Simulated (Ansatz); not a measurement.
# RbVF3: computed properties

These are results of Ansatz, DFT r2SCAN, scalar-relativistic, plane waves, PAW, not measurements.

Cutoff 500 eV; k points 8×8×8 on the computed 5-atom cell (Γ-centred); Gaussian smearing, width 0.02 eV; collinear spin from starting moments 0 2.5 0 0 0 μB.

The structure is relaxed at this level of theory with its symmetry kept. Whether it is the stable form of this composition wasn't checked.

```yaml
crystal:
  lattice:
    - [4.17794, 0.00000, 0.00000]
    - [0.00000, 4.17794, 0.00000]
    - [0.00000, 0.00000, 4.17794]
  atoms:
    - { symbol: Rb, position: [0.00000, 0.00000, 0.00000] }
    - { symbol: V, position: [0.50000, 0.50000, 0.50000] }
    - { symbol: F, position: [0.50000, 0.50000, 0.00000] }
    - { symbol: F, position: [0.00000, 0.50000, 0.50000] }
    - { symbol: F, position: [0.50000, 0.00000, 0.50000] }
```

| Property | Result |
| --- | --- |
| Space group | Pm-3m (No. 221) |
| Volume per atom | 98.4 bohr³ |
| Formation energy from the elements' standard states (uncorrected) | -3.089 eV/atom |
| Generalised Kohn–Sham band gap | 2.06 eV, indirect from R to Γ |
| Löwdin character of the top 1 eV of the valence band | V 3d 92 % |
| Löwdin character of the lowest 1 eV of the conduction band | V 3d 83 % |
| Electron masses at the edge by Cartesian direction of the standard setting (m_e; degenerate bands sorted by energy; no spin-orbit coupling) | x: 12, 0.73, 0.47; y: 12, 0.73, 0.47; z: 12, 0.73, 0.47 |
| Hole masses at the edge by Cartesian direction of the standard setting (m_e; degenerate bands sorted by energy; no spin-orbit coupling) | x: over 30, 1.8, 1.8; y: over 30, 1.8, 1.8; z: over 30, 1.8, 1.8 |
| Bulk modulus | 78 GPa |
| Its pressure derivative | 4.7 |
| Bader charges (e) | Rb (1 in the cell) 0.90, V (1 in the cell) 1.60, F (3 in the cell) -0.83 |
| Total moment | 3.00 μB per cell |
| Site moments (μB; atoms counted from 1 over the whole cell) | V (atom 2) 2.28 |

The state reached may not be the lowest one.

Only this magnetic start was tried.

Symmetry holds off the tilts and polar distortions that many cubic perovskites undergo.

Cost: 8 runs of about 5 core-minutes in all, on Arm Neoverse V2 (shared hosts).